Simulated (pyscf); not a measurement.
This saddle point was located with ωB97X-D3(BJ)/def2-SVP in PySCF.

```xyz
7

S      0.4389    -0.5230     0.6032
Ga    -1.7192    -0.1858     0.6664
H      0.3156    -0.3346    -1.1848
H     -2.3199     0.4293    -0.6512
H     -2.5574    -0.5396     1.9313
H      0.4645     0.5579    -0.8388
H      0.3172     0.4483    -1.8473
```
Charge 0, spin multiplicity 1.

Surface: singlet, charge 0. Lowest wavenumbers (cm⁻¹): 2775i, 224, 230, 430, 490.

Question: Which two sides does it connect, and which bonds change?

Answer: HS–GaH₂ + hydrogen (H₂) <-> HS–GaH₂ + hydrogen (H₂), a four-centre exchange read from left to right: H–S, H–H broken and H–S, H–H formed. At ωB97M-D3(BJ)/def2-TZVP it lies +3.16 eV from the left side and +3.16 eV from the right (each side as separated species at their lowest minima found). The same reactants have a lower exit, to H₂S + GaH₃ (barrier +1.21 eV at ωB97M-D3(BJ)/def2-TZVP, against +3.16 eV here). Another saddle between the same species, by other bonds, lies lower (1.53 eV against 3.16 eV at ωB97M-D3(BJ)/def2-TZVP). Elements up to Kr have no core potential and no relativistic terms here.
